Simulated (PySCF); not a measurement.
# BC: energy against distance

Set-up: B 6-31G(d,p), C 6-31G(d,p); no relativity (PySCF 2.14). Energies in eV from B + C in their ground configurations at the same level. State: ⁴Σ⁻ (quartet), unpaired electrons σ ↑, π ↑↑.

All columns are r²SCAN. A positive dipole means B(−)C(+).

```json
{"R (Å)": "1.282", "E (eV)": "-3.791", "μ (D)": "-1.71", "Mulliken charge on B (basis-dependent)": "0.07", "HOMO (eV)": "-6.14", "LUMO (eV)": "-5.01", "Mayer bond order": "2.13", "⟨S²⟩": "3.75"}
{"R (Å)": "1.342", "E (eV)": "-4.355", "μ (D)": "-1.60", "Mulliken charge on B (basis-dependent)": "0.09", "HOMO (eV)": "-6.32", "LUMO (eV)": "-4.84", "Mayer bond order": "2.10", "⟨S²⟩": "3.75"}
{"R (Å)": "1.401", "E (eV)": "-4.674", "μ (D)": "-1.48", "Mulliken charge on B (basis-dependent)": "0.10", "HOMO (eV)": "-6.50", "LUMO (eV)": "-4.69", "Mayer bond order": "2.07", "⟨S²⟩": "3.75"}
{"R (Å)": "1.446", "E (eV)": "-4.792", "μ (D)": "-1.39", "Mulliken charge on B (basis-dependent)": "0.11", "HOMO (eV)": "-6.63", "LUMO (eV)": "-4.59", "Mayer bond order": "2.05", "⟨S²⟩": "3.75"}
{"R (Å)": "1.491", "E (eV)": "-4.831", "μ (D)": "-1.30", "Mulliken charge on B (basis-dependent)": "0.12", "HOMO (eV)": "-6.74", "LUMO (eV)": "-4.50", "Mayer bond order": "2.02", "⟨S²⟩": "3.75"}
{"R (Å)": "1.536", "E (eV)": "-4.809", "μ (D)": "-1.20", "Mulliken charge on B (basis-dependent)": "0.12", "HOMO (eV)": "-6.77", "LUMO (eV)": "-4.40", "Mayer bond order": "1.99", "⟨S²⟩": "3.75"}
{"R (Å)": "1.595", "E (eV)": "-4.711", "μ (D)": "-1.09", "Mulliken charge on B (basis-dependent)": "0.13", "HOMO (eV)": "-6.78", "LUMO (eV)": "-4.28", "Mayer bond order": "1.93", "⟨S²⟩": "3.75"}
{"R (Å)": "1.670", "E (eV)": "-4.513", "μ (D)": "-0.99", "Mulliken charge on B (basis-dependent)": "0.14", "HOMO (eV)": "-6.78", "LUMO (eV)": "-4.13", "Mayer bond order": "1.85", "⟨S²⟩": "3.75"}
{"R (Å)": "1.759", "E (eV)": "-4.210", "μ (D)": "-0.93", "Mulliken charge on B (basis-dependent)": "0.14", "HOMO (eV)": "-6.76", "LUMO (eV)": "-3.95", "Mayer bond order": "1.74", "⟨S²⟩": "3.76"}
{"R (Å)": "1.879", "E (eV)": "-3.761", "μ (D)": "-0.97", "Mulliken charge on B (basis-dependent)": "0.16", "HOMO (eV)": "-6.57", "LUMO (eV)": "-3.85", "Mayer bond order": "1.60", "⟨S²⟩": "3.76"}
```

A fit through these points gives, at Re = 1.496 Å, μ = -1.29 D and dμ/dR = 2.15 D/Å; the reduced mass is 5.742 u.

Question: How strong is the fundamental in the double-harmonic approximation, I = 42.26·(dμ/dR)²/μred km/mol?

Answer: I = 42.26·(2.15)²/5.742 = 34.0 km/mol at r²SCAN.

The state is the lowest determinant that a PBE0 search found; another state may lie lower at other levels.
